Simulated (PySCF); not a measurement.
B3LYP has the VWN-RPA correlation part, as in Gaussian. Excitations are Tamm–Dancoff values on a coarser integration grid. The basis has no diffuse functions, so Rydberg states are missing or too high.

Z-matrix (Å, degrees):
```
Al
Cl 1 2.0764
Cl 1 2.0764 2 120.00
Cl 1 2.0765 2 120.00 3 180.00
```
Charge 0, spin multiplicity 1.

What T1 excitation (TDA), dipole moment, S1 excitation (TDA), HOMO and HOMO–LUMO gap does B3LYP-D3(BJ)/def2-TZVP (PySCF) give?


```yaml
T1 excitation (TDA): 6.13 eV
dipole_moment: 0.00 D
S1 excitation (TDA): 6.40 eV
HOMO: -9.08 eV
HOMO–LUMO gap: 7.49 eV
```
